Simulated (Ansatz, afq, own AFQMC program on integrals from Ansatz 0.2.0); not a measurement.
# The Si3–O2 bond of C3H11NOSi, singlet, worked out

```yaml
atoms:
  - { symbol: C, position_ang: [0.4783, 2.1448, 1.3793] }
  - { symbol: O, position_ang: [-0.2266, 1.0026, 1.7684] }
  - { symbol: Si, position_ang: [0.0958, -0.5387, 1.2138] }
  - { symbol: N, position_ang: [-0.1814, -0.8255, -0.4665] }
  - { symbol: C, position_ang: [0.8489, -0.7440, -1.4704] }
  - { symbol: C, position_ang: [-1.5144, -0.9819, -0.9940] }
  - { symbol: H, position_ang: [0.1460, 2.9980, 1.9914] }
  - { symbol: H, position_ang: [1.5705, 2.0334, 1.5225] }
  - { symbol: H, position_ang: [0.3018, 2.4023, 0.3182] }
  - { symbol: H, position_ang: [1.5437, -0.8373, 1.4446] }
  - { symbol: H, position_ang: [-0.8338, -1.3815, 2.0096] }
  - { symbol: H, position_ang: [0.7257, 0.1339, -2.1360] }
  - { symbol: H, position_ang: [1.8426, -0.6716, -1.0034] }
  - { symbol: H, position_ang: [0.8515, -1.6427, -2.1169] }
  - { symbol: H, position_ang: [-1.8326, -0.1167, -1.6088] }
  - { symbol: H, position_ang: [-1.5896, -1.8826, -1.6330] }
  - { symbol: H, position_ang: [-2.2457, -1.0931, -0.1788] }
```

The molecule and both fragments are relaxed with PBE0/def2-SVP; the fragments keep their bonds.

Basis def2-SVP. Only valence electrons are correlated. Integrals, coupled cluster, full CI and functionals: Ansatz 0.2.0; the random walks run on the same integrals in our own AFQMC program. ph-AFQMC/CISD is guided by a CISD state made of CCSD amplitudes; releasing the constraint for a short imaginary time cuts its bias at the price of noise, slowly where states lie close. Uncertainties: one standard error, sampling alone.

Total energies in eV. CBS is CCSD(T) at the limit of def2-TZVPP/QZVPP (MP2 extrapolated, CCSD(T) minus MP2 added); the highest rung of each member is named.

Cautions: C₃H₁₁NOSi (singlet): the ph-AFQMC/CISD walk drifts between its halves (2.9 errors), the released value is read at 0.63 1/Eh with a noise of 26 meV, more than in the cases checked, later times being too noisy (meV from the phaseless value at times in 1/Eh: 15 ± 22 at 0.21, 19 ± 31 at 0.42, 3 ± 26 at 0.63, -5 ± 51 at 0.90); C₂H₈NSi (doublet): the released value is read at 0.90 1/Eh with a noise of 15 meV, more than in the cases checked (meV from the phaseless value at times in 1/Eh: -5 ± 9 at 0.21, -15 ± 7 at 0.42, -16 ± 9 at 0.63, -21 ± 15 at 0.90).

```json
{"member": "C₂H₈NSi, doublet", "count": "+1", "CCSD(T)/def2-SVP": "-11542.1886", "highest rung in def2-SVP": "-11542.2644 ± 0.0149", "which": "released AFQMC", "CCSD(T)/CBS": "-11555.2695"}
{"member": "CH3O (doublet)", "count": "+1", "CCSD(T)/def2-SVP": "-3119.9389", "highest rung in def2-SVP": "-3119.9690", "which": "CCSDT(Q)", "CCSD(T)/CBS": "-3127.5316"}
{"member": "C₃H₁₁NOSi, singlet", "count": "-1", "CCSD(T)/def2-SVP": "-14666.9670", "highest rung in def2-SVP": "-14667.0615 ± 0.0261", "which": "released AFQMC", "CCSD(T)/CBS": "-14688.0524"}
```

Work out the best estimate of the bond energy: the CCSD(T)/CBS difference plus the step from CCSD(T) to the highest rung.

Sums with the counts: CCSD(T)/CBS 5.2513 eV, highest rung 4.8281 eV, CCSD(T)/def2-SVP 4.8395 eV. The step is 4.8281 − 4.8395 = -0.0114 eV, so the best estimate is 5.2513 + (-0.0114) = 5.2399 eV, with sampling noise 0.030 eV. The step is under twice that noise, so its sign is open. The basis set is worth 0.412 eV of it. Zero-point, core-correlation and spin–orbit terms aren't in it. Past Ne the Hartree–Fock part of each CBS total tends to overshoot, since the cores don't follow the formula; that largely cancels in the difference.

Best estimates are given only where the step beyond CCSD(T) is under 0.3 eV and no member's determinant is very poor (T1 over 0.05, or 0.07 for open shells, ⟨S²⟩ too high by 0.3, two states mixed), so the hardest cases are missing from such tables.

CCSDT and higher add their correlation energy to the determinant of the CCSD(T) run, since their own runs factorise the integrals more tightly (a shift of under 2 meV). Each member of a difference takes its own highest rung, so a best estimate needn't equal the limit plus the step of one row. Released energies are given only where the last usable release times agree within the noise; a slower fall can still hide under it.
